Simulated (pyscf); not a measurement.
Thermochemistry of product channels of `[PbH2]` [singlet] + `[OH2]` on the singlet surface, in kcal/mol, from ωB97M-D3(BJ)/def2-TZVP energies (ideal gas, 1 atm, RRHO with modes under 100 cm⁻¹ raised to 100, one conformer, R ln 2 for chiral ones without a mode under 150 cm⁻¹). Structures and frequencies: ωB97X-D3(BJ)/def2-SVP in PySCF.

```json
[
 {"products": "`[OH][PbH]` [singlet] + `[H][H]`", "ΔE": "-8.4", "ΔH(298 K)": "-10.1", "ΔG(600 K)": "-7.4", "ΔG(900 K)": "(withheld)"},
 {"products": "`[OH][PbH3]`", "ΔE": "(withheld)", "ΔH(298 K)": "+9.9", "ΔG(600 K)": "+28.3", "ΔG(900 K)": "+37.0"}
]
```

### Question
Some entries are withheld; supply them.

### Answer

- `[OH][PbH]` [singlet] + `[H][H]`, ΔG(900 K): -6.7
- `[OH][PbH3]`, ΔE: +10.3

These are energies of the channels, which say nothing of barriers. Elements past Kr carry the def2 core potentials, without spin-orbit coupling.
